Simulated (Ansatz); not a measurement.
GaS (P6₃/mmc, No. 194)

All values below come from PBEsol (PAW; Ansatz, a quantum-chemistry and plane-wave program).

Settings: plane-wave cutoff 520 eV, 12×12×4 k mesh (along the axes of the cell as run), Fermi–Dirac smearing 0.01 eV, scalar-relativistic PAW data made under PBE.

Cell: measured lattice: a = b = 3.585 Å, c = 15.500 Å, α = β = 90.00°, γ = 120.00°.

- band gap = 1.46 eV (indirect)
- smallest direct gap on the k points sampled = 1.54 eV

Measured, for comparison: band gap 2.5 eV (temperature not stated, not corrected to a static lattice, compiled measured gap; kind and temperature not stated; as tabulated in Kothakonda et al. (2022), arXiv:2208.02841).

Note: cell and atoms aren't relaxed at this level (pressure -0.9 GPa).

Spin–orbit coupling is not included.

The result took about 40 core-seconds (a rough figure).
